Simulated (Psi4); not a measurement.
# CHF2O (SMILES O[C](F)F) at UB3LYP/6-31G(d) (Cartesian functions)

Aim: the vertical doublet–quartet gap of CHF2O at UB3LYP/6-31G* (Cartesian functions), from 2 runs. 

Program for the calculation: Psi4 1.11.

2 further runs of the same task are left out: 2 set aside as unsound or not needed.

**1. The system as given**

CHF2O: 5 atoms, total charge 0, spin state doublet. SMILES: `O[C](F)F`. Geometry: relaxed at GFN2-xTB. This is one conformer, not always the lowest.

Bond lengths: O1–C2 1.317 Å, C2–F3 1.344 Å, C2–F4 1.345 Å, O1–H5 0.974 Å. Angles: O1–C2–F3 116.5°, O1–C2–F4 116.3°, F3–C2–F4 108.6°, C2–O1–H5 115.0°.

**2. Energy and gradient at UB3LYP/6-31G(d) (Cartesian functions)**

The input, job.dat:

```
memory 1.6 GB

molecule {
  0 2
  O     -0.219730     0.891390    -0.426260
  C      0.113490    -0.378530    -0.328810
  F      1.066290    -0.680990     0.569830
  F     -0.899720    -1.252730    -0.190070
  H     -0.060340     1.420850     0.375310
  symmetry c1
}

set globals {
  reference            uks
  puream               false
  e_convergence        1e-09
  d_convergence        1e-08
  scf_type             pk
  dft_radial_points    99
  dft_spherical_points 590
  maxiter              200
}

E, wfn = gradient('b3lyp/6-31G*', return_wfn=True)
oeprop(wfn, 'MAYER_INDICES', 'WIBERG_LOWDIN_INDICES', 'MULLIKEN_CHARGES', title='B3LYP')
```

Run with:

```sh
psi4 -i job.dat -o job.out -n 1
```

job.out:

```text
[...]
  Running in c1 symmetry.
[...]
  Nuclear repulsion =  124.745774101078439
[...]
  Multiplicity = 2
[...]
  Nalpha       = 17
  Nbeta        = 16
[...]
    Number of basis functions: 62
[...]
   @UKS iter   1:  -313.41782007860115   -1.77990e-01   9.40222e-03 ADIIS/DIIS
[...]
   @UKS iter  12:  -313.53193650277075   -6.42331e-12   8.45373e-09 DIIS
[...]
   @S^2 Observed:                7.517382184E-01
[...]
  @UKS Final Energy:  -313.53193650277075
   => Energetics <=
    Nuclear Repulsion Energy =            124.7457741010784389
    One-Electron Energy =                -681.6665903822522523
    Two-Electron Energy =                 271.9286967963488451
    DFT Exchange-Correlation Energy =     -28.5398170179458610
    Empirical Dispersion Energy =           0.0000000000000000
    VV10 Nonlocal Energy =                  0.0000000000000000
    Total Energy =                       -313.5319365027707477
[...]
 Multipole Moments:
 ------------------------------------------------------------------------------------
     Multipole            Electronic (a.u.)      Nuclear  (a.u.)        Total (a.u.)
 ------------------------------------------------------------------------------------
 L = 1.  Multiply by 2.5417464519 to convert [e a0] to [Debye]
 Dipole X            :          0.2958757           -0.2013508            0.0945249
 Dipole Y            :         -2.1819264            2.7997459            0.6178195
 Dipole Z            :          0.5193400           -0.0531484            0.4661916
 Magnitude           :                                                    0.7797247
[...]
  -Total Gradient:
     Atom            X                  Y                   Z
    ------   -----------------  -----------------  -----------------
       1        0.007636109378    -0.015365484366     0.003248733768
       2       -0.009826938080     0.023420828498     0.007381222267
       3        0.000463927990    -0.006414281786    -0.003185382491
       4        0.003748742601    -0.004016337551    -0.001922401240
       5       -0.002011961763     0.002375120219    -0.005514507163
[...]
  Mulliken Charges: (a.u.)
   Center  Symbol    Alpha    Beta     Spin     Total
       1     O     4.27873  4.25886  0.01987 -0.53759
       2     C     3.09376  2.28833  0.80543  0.61791
       3     F     4.65143  4.60231  0.04911 -0.25374
       4     F     4.65524  4.58513  0.07012 -0.24037
       5     H     0.32084  0.26537  0.05547  0.41379
   Total alpha = 17.00000, Total beta = 16.00000, Total charge =  0.00000
  Mayer Bond Indices:
  Total Bond Index:
[...]
```

Run time: 13 s. Hardware: 1 thread of Intel Xeon Platinum 8488C (Sapphire Rapids), shared host; peak memory 0.7 GiB.

**3. The quartet: the energy at UB3LYP/6-31G(d) (Cartesian functions)**

The input, calc.py:

```python
import psi4

psi4.set_memory(1600000000)
psi4.set_num_threads(1)
psi4.core.set_output_file('output.dat', False)

m = psi4.geometry("""
0 4
O
C 1 1.316522
F 2 1.344196 1 116.48352
F 2 1.345388 1 116.34621 3 130.09318
H 1 0.97378 2 114.96792 3 -25.52453
symmetry c1
""")

psi4.set_options({
    'basis': '6-31G*',
    'reference': 'uks',
    'puream': False,
    'e_convergence': 1e-09,
    'd_convergence': 1e-08,
    'scf_type': 'pk',
    'dft_radial_points': 99,
    'dft_spherical_points': 590,
    'maxiter': 200,
})

energy_value, wavefunction = psi4.energy("b3lyp", return_wfn=True)
print('E =', round(energy_value, 9))
for k, v in sorted(psi4.core.scalar_variables().items()):
    print(f'{k:45s} {v:18.10f}')
```

Run with:

```sh
python calc.py
```

output.dat:

```text
[...]
  Running in c1 symmetry.
[...]
  Nuclear repulsion =  124.745769606543035
[...]
  Multiplicity = 4
[...]
  Nalpha       = 18
  Nbeta        = 15
[...]
    Number of basis functions: 62
[...]
   @UKS iter   1:  -313.02208604087178    2.17744e-01   8.58122e-03 ADIIS/DIIS
[...]
   @UKS iter  17:  -313.18119603733629   -7.38964e-13   5.08993e-09 DIIS
[...]
   @S^2 Observed:                3.753877393E+00
[...]
    Orbital Energies [Eh]
    ---------------------
    Alpha Occupied:
       1A    -24.800171     2A    -24.786084     3A    -19.363709
       4A    -10.450219     5A     -1.344486     6A     -1.274970
       7A     -1.229674     8A     -0.774843     9A     -0.678097
      10A     -0.647975    11A     -0.612965    12A     -0.549643
      13A     -0.535337    14A     -0.505261    15A     -0.487513
      16A     -0.465715    17A     -0.289910    18A     -0.030400
    Alpha Virtual:
      19A      0.113585    20A      0.125479    21A      0.214376
      22A      0.444878    23A      0.447173    24A      0.458532
      25A      0.502428    26A      0.723500    27A      0.788801
[...]
  @UKS Final Energy:  -313.18119603733629
   => Energetics <=
    Nuclear Repulsion Energy =            124.7457696065430355
    One-Electron Energy =                -679.0611994166973773
    Two-Electron Energy =                 269.5991411473443122
    DFT Exchange-Correlation Energy =     -28.4649073745262555
    Empirical Dispersion Energy =           0.0000000000000000
    VV10 Nonlocal Energy =                  0.0000000000000000
    Total Energy =                       -313.1811960373362922
[...]
 Multipole Moments:
 ------------------------------------------------------------------------------------
     Multipole            Electronic (a.u.)      Nuclear  (a.u.)        Total (a.u.)
 ------------------------------------------------------------------------------------
 L = 1.  Multiply by 2.5417464519 to convert [e a0] to [Debye]
 Dipole X            :         -0.0735898           -0.2610653           -0.3346551
 Dipole Y            :          1.1521540           -0.4698854            0.6822686
 Dipole Z            :          3.3825213           -2.7555397            0.6269816
 Magnitude           :                                                    0.9851854
[...]
```

On the terminal:

```text
Memory set to   1.490 GiB by Python driver.
  Threads set to 1 by Python driver.
E = -313.181196037
CURRENT ENERGY                                   -313.1811960373
CURRENT REFERENCE ENERGY                         -313.1811960373
DD SOLVATION ENERGY                                 0.0000000000
DFT FUNCTIONAL TOTAL ENERGY                      -313.1811960373
DFT TOTAL ENERGY                                 -313.1811960373
DFT VV10 ENERGY                                     0.0000000000
DFT XC ENERGY                                     -28.4649073745
GRID ELECTRONS ALPHA                               17.9999996372
GRID ELECTRONS BETA                                14.9999998825
GRID ELECTRONS TOTAL                               32.9999995198
NUCLEAR REPULSION ENERGY                          124.7457696065
ONE-ELECTRON ENERGY                              -679.0611994167
PCM POLARIZATION ENERGY                             0.0000000000
PE ENERGY                                           0.0000000000
SCF ITERATION ENERGY                             -313.1811960373
SCF ITERATIONS                                     17.0000000000
SCF TOTAL ENERGY                                 -313.1811960373
TWO-ELECTRON ENERGY                               269.5991411473
XC GRID RADIAL POINTS                              99.0000000000
XC GRID SPHERICAL POINTS                          590.0000000000
XC GRID TOTAL POINTS                           278234.0000000000
```

Wall time 16 s (1 thread of Intel Xeon Platinum 8488C (Sapphire Rapids), shared host); peak memory 0.69 GiB.

**4. What came out**

Level: UB3LYP/6-31G* (Cartesian functions).

| quantity | value |
| --- | --- |
| doublet: total energy | -313.53194 Eh |
| doublet: dipole moment | 1.98 D |
| doublet: HOMO energy (highest over α and β) | -6.03 eV |
| doublet: LUMO energy (lowest over α and β) | -1.50 eV |
| doublet: ⟨S²⟩ | 0.752 |
| doublet: largest force on an atom | 1.360 eV/Å |
| quartet: total energy | -313.18120 Eh |
| quartet: dipole moment | 2.50 D |
| quartet: HOMO energy (highest over α and β) | -0.83 eV |
| quartet: ⟨S²⟩ | 3.754 |
| vertical energy of the quartet above the doublet | 9.544 eV |

**Reading.** At this shape the quartet lies 9.54 eV (921 kJ/mol) above the doublet. The largest force (doublet) is 1.36 eV/Å: the shape isn't a stationary point for this species at this level. Mulliken charges (doublet) run from -0.54 on O1 to +0.62 on C2.
